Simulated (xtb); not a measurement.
phosphine (H₃P), SMILES P. All values are semi-empirical tight-binding results from xtb (GFN2-xTB unless named), good for trends rather than for accurate numbers. The structure is a stationary point at GFN2-xTB.

Optimised geometry:

```xyz
4

P      0.0000     0.0000     0.1281
H     -0.9997    -0.5772    -0.6405
H      0.0000     1.1543    -0.6405
H      0.9997    -0.5772    -0.6405
```

```
Item                                            Result
---------------------------------------  -------------
point group as xtb finds it                        C3v
orbital gap                                    5.96 eV
zero-point energy                        15.0 kcal/mol
G − E(el) at 298.15 K (modified RRHO)     2.5 kcal/mol
static polarisability (D4 model)            30.4 bohr³
solvation energy, GFN2-xTB/ALPB(water)    1.0 kcal/mol
solvation energy, GFN2-xTB/ALPB(hexane)  -1.3 kcal/mol
```

Computed atomic charges:
charges (e) P1 -0.14, H2 0.05, H3 0.05, H4 0.05.
